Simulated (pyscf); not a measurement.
Optimised with ωB97X-D3(BJ)/def2-SVP in PySCF. Correlated levels are frozen-core, on RHF or UHF. ΔMP2 is the change of the MP2 total energy from the triple- to the quadruple-zeta basis.

Task: How much does it cost (ΔH, 298 K, CCSD(T)/def2-TZVPP + ΔMP2(QZVPP)) to split F–ZnH at its F–Zn bond into F• + ZnH•?

Result: F–Zn to F• + ZnH•: 130.3 kcal/mol. The CCSD(T) − MP2 part came from Ansatz, without density fitting, on the same reference. The frozen core leaves the outer d or s,p core shells of the metals and heavy elements correlated in the MP2 and CC values, and def2-TZVPP describes them poorly, which can shift differences by a few kcal/mol. Left out: the spin-orbit lowering of F. Elements up to Kr have no core potential and no relativistic terms here.
